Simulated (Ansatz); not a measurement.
# C₂H₃N, singlet in cc-pVTZ: errors against RCCSDT(Q)

Geometry: MP2(full)/6-31G*, from the G2/97 set.

```xyz
6

C     0.0000    0.0000   -1.3002
C     0.0000    0.0000    0.1606
N     0.0000    0.0000    1.3389
H     0.0000    1.0250   -1.6756
H     0.8877   -0.5125   -1.6756
H    -0.8877   -0.5125   -1.6756
```

Basis cc-pVTZ; Ansatz 0.2.0. Correlated methods freeze the noble-gas cores, which leaves 16 electrons in 129 orbitals. Prefix R: restricted or restricted open-shell reference. Active spaces: frontier = (8e, 8o) about the gap.

Full CI isn't at hand for all of this; RCCSDT(Q) serves as the reference, and is uncertain by about the last step of the cluster series.

```
UHF ⟨S²⟩                          : 0.000
T1 diagnostic (RCCSD)             : 0.0130
largest doubles amplitude (RCCSD) : 0.047
```

From what is known of these methods and the diagnostics, rank them by the size of their error in total energy against RCCSDT(Q) in cc-pVTZ, smallest first (an estimate: the text doesn't fix the numbers).
A. RMP2
B. RCCSD(T)
C. RCCSD
D. NEVPT2 (frontier space)
E. CASSCF (frontier space)

B (53 meV), C (755 meV), A (1102 meV), D (1849 meV), E (11481 meV).

All errors are against RCCSDT(Q) in cc-pVTZ. Within each family the higher level lies nearer, as is usual though not guaranteed.

Atomization energy (electronic, same basis, no zero-point term; atoms at the same level, unrestricted beside the R rows where the molecule is a closed shell, with restricted open-shell steps beyond CCSDT(Q)) at RCCSDT(Q): 2500.1 kJ/mol. Errors of other levels:

```
   level  error (kJ/mol)
     RHF          -700.6
    RMP2            61.6
   RCCSD           -52.6
RCCSD(T)            -1.5
 BCCD(T)            -0.5
  RCCSDT            -5.0
```

This basis is far from its limit, so the value isn't to be set against a measured one.
